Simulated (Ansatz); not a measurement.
Born–Oppenheimer molecular dynamics of C$_{4}$H$_{9}$FO (15 atoms, charge 0, multiplicity 1). It goes on from the last frame of an earlier run, with new velocities.

All numbers below come from UKS B3LYP/STO-3G (Ansatz).

```yaml
ensemble: NVT, Nosé–Hoover chain
time_step: 0.5 fs
steps_asked: 129
set_temperature: 3000 K
thermostat: time constant 100 fs, chain length 3 (defaults)
seed: 379733
```

First frame:

```xyz
15
Properties=species:S:1:pos:R:3
C -1.865 0.702 0.542
O -0.696 -0.037 0.985
C 0.134 -0.423 -0.197
C 1.072 -1.540 0.377
C 0.934 0.865 -0.691
F 0.084 1.812 -1.326
H -2.742 0.095 0.239
H -1.633 1.418 -0.287
H -2.227 1.342 1.383
H -0.485 -0.819 -1.095
H 1.963 -1.692 -0.268
H 0.546 -2.522 0.402
H 1.366 -1.263 1.414
H 1.550 1.294 0.160
H 1.759 0.535 -1.389
```

(1) How far do the bonds stretch over the last three quarters of this one trajectory? (Pairs bonded in most of those frames.)

## Answers

(1) 
| bond | mean (Å) | spread (Å) | shortest | longest |
| --- | --- | --- | --- | --- |
| C1–O2 | 1.513 | 0.074 | 1.38 | 1.63 |
| C1–H7 | 1.120 | 0.020 | 1.08 | 1.16 |
| C1–H8 | 1.128 | 0.064 | 1.01 | 1.25 |
| C1–H9 | 1.130 | 0.072 | 1.01 | 1.26 |
| O2–C3 | 1.522 | 0.074 | 1.42 | 1.64 |
| C3–C4 | 1.603 | 0.059 | 1.50 | 1.71 |
| C3–C5 | 1.612 | 0.059 | 1.47 | 1.69 |
| C3–H10 | 1.120 | 0.050 | 1.05 | 1.19 |
| C4–H11 | 1.128 | 0.072 | 1.01 | 1.26 |
| C4–H12 | 1.120 | 0.066 | 1.00 | 1.25 |
| C4–H13 | 1.118 | 0.072 | 1.00 | 1.23 |
| C5–F6 | 1.428 | 0.021 | 1.37 | 1.45 |
| C5–H14 | 1.128 | 0.042 | 1.06 | 1.19 |
| C5–H15 | 1.131 | 0.046 | 1.06 | 1.22 |

Mean temperature of the second half: 1620 K. The conserved energy stayed within 1.7 meV per atom of its start (net change 1.3 meV per atom), so the integration is sound. The mean temperature of the second half is 46 % below the set value. A run of 0.065 ps of so small a system gives no equilibrium averages. Limits of this set-up: minimal basis.

Time of the run: 9.2 min on 1 thread of Arm Neoverse V2, with other jobs on the host, peak memory 0.15 GiB.
